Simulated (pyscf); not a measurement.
A first-order saddle from PySCF, ωB97X-D3(BJ)/def2-SVP:

```xyz
16

C     -0.0427     1.4447    -1.1217
Si    -0.5676     0.1809     0.6040
C     -2.0889     1.2674     0.8922
O     -1.3139    -1.2977     0.2689
O      0.2141     0.5139     2.0399
H      0.0528     2.3774    -0.5477
H      0.7395     1.4872    -1.9039
H     -1.0085     1.4169    -1.6441
H     -2.8084     1.2352     0.0579
H     -2.6006     0.9110     1.8029
H     -1.8158     2.3185     1.0701
H     -2.2622    -1.2869     0.4352
H      1.0696     0.0723     2.0886
O      1.0149    -0.6320    -0.0737
H      0.6283     0.3254    -0.7880
H      0.7855    -1.5037    -0.4268
```
Charge 0, spin multiplicity 1.

Surface: singlet, charge 0. Lowest wavenumbers (cm⁻¹): 1319i, 102, 171, 186, 265.

Name the species on either side of this saddle.

H₃C–Si(CH₃)(OH)–OH + water (H₂O) <-> methane (CH₄) + H₃C–Si(OH)(OH)–OH, a four-centre exchange read from left to right: C–Si, H–O broken and C–H, O–Si formed. At ωB97M-D3(BJ)/def2-TZVP it lies +37.3 kcal/mol from the left side and +67.7 kcal/mol from the right (each side as separated species at their lowest minima found). On the reactant side the descent ends in a bound adduct, 10.3 kcal/mol under the separated species and 48.7 kcal/mol under the saddle at ωB97X-D3(BJ)/def2-TZVP. This is the saddle that the search found; another between the same sides may lie lower.
